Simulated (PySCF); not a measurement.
Work out the structure from these simulated measurements.

Formula: C5H10O.

| Property | Result |
| --- | --- |
| 13C NMR | chemical shifts (computed TMS as zero) by class: 206.0 (1 C), 51.7 (1 C), 28.3 (1 C), 27.2 (1 C), 17.1 (1 C) ppm [GIAO PBE0/pcSseg-1] |
| UV, first state | lowest singlet excitation: 4.39 eV (283 nm, f = 0.000) [TDDFT CAM-B3LYP/def2-SVPD] |
| Dipole | 2.85 D [CAM-B3LYP/def2-SVPD] |
| NMR, other nuclei | isotropic shieldings of nuclei other than C and H, by class: -356 (1 O) ppm [GIAO PBE0/pcSseg-1] |
| Rotational structure | rotational constants A, B, C: 10.347, 1.489, 1.345 GHz [GFN2-xTB] |
| Polarisability | 64.3 au [CAM-B3LYP/def2-SVPD] |

Electronic properties: PySCF, gas phase, density fitting. Levels stand in brackets. Isolated species at its GFN2-xTB geometry (one conformer only). NMR values are class means; diastereotopic atoms form classes of their own.

Q: Propose a structure and show how it fits.

A: Numbering: `[CH3:1][CH2:2][CH2:3][CH2:4][CH:5]=[O:6]`. Its formula, C5H10O, gives 1 degree of unsaturation: 0 rings and 1 π bond in the structure found. 5 carbons fall into 5 classes; from least to most shielded: aldehyde carbon [C5] (206.0 ppm), sp3 carbon next to a carbonyl [C4] (51.7 ppm), chain CH2 carbon [C3] (28.3 ppm), chain CH2 carbon [C2] (27.2 ppm), methyl carbon [C1] (17.1 ppm). The other shieldings belong to: -356 ppm, aldehyde oxygen [O6]. The optimised geometry has point group Cs and is an asymmetric top. Structure: pentanal (`CCCCC=O`). Computed isomers that give other values at the same levels: `CC1(C)COC1` (13C chemical shifts (computed TMS as zero) by class: 85.0 (2 C), 36.8 (1 C), 28.8 (2 C) ppm); `C/C=C(\C)OC` (13C chemical shifts (computed TMS as zero) by class: 161.3 (1 C), 93.6 (1 C), 55.2 (1 C), 20.1 (1 C), 15.1 (1 C) ppm); `C=C(CC)OC` (13C chemical shifts (computed TMS as zero) by class: 176.2 (1 C), 81.9 (1 C), 56.0 (1 C), 34.8 (1 C), 18.1 (1 C) ppm). The assignments are read from this structure; whether some other isomer fits the data as well wasn't checked.

Shape of the structure used: `[CH3:1][CH2:2][CH2:3][CH2:4][CH:5]=[O:6]`: C1–C2–C3–C4 180°, C2–C3–C4–C5 180°, C3–C4–C5–O6 0°.
